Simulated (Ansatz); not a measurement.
Results of LDA (PAW; Ansatz, a program for electronic structure) for bcc V.

Settings: plane-wave cutoff 520 eV, 26×26×26 k mesh, Fermi–Dirac smearing 0.05 eV, no spin polarisation, scalar-relativistic PAW data made under PBE.

Cell (relaxed at this level):

Space group Im-3m (No. 229); a = 2.926 Å, b = 2.926 Å, c = 2.926 Å, α = 90.00°, β = 90.00°, γ = 90.00°

| atom | site | symmetry | x | y | z |
|---|---|---|---|---|---|
| V | 2a | m-3m | 0.0000 | 0.0000 | 0.0000 |
(The calculation used a cell of 1 atom; values per cell refer to that cell.)

### Question
What does this level give for the bulk modulus and pressure derivative B′ of the bulk modulus?

### Answer

* **bulk modulus**: 209 GPa
* **pressure derivative B′ of the bulk modulus**: 3.7

The run finds no gap.

Measured, for comparison: bulk modulus 161 GPa (corrected for temperature and zero-point phonon effects, our sources range from 159 to 166; as tabulated in Levämäki et al. (2014), arXiv:1402.3671). Computed (rounded) less measured: bulk modulus +30 % (+26 % to +31 % over the range).

Computed values are for the static lattice.
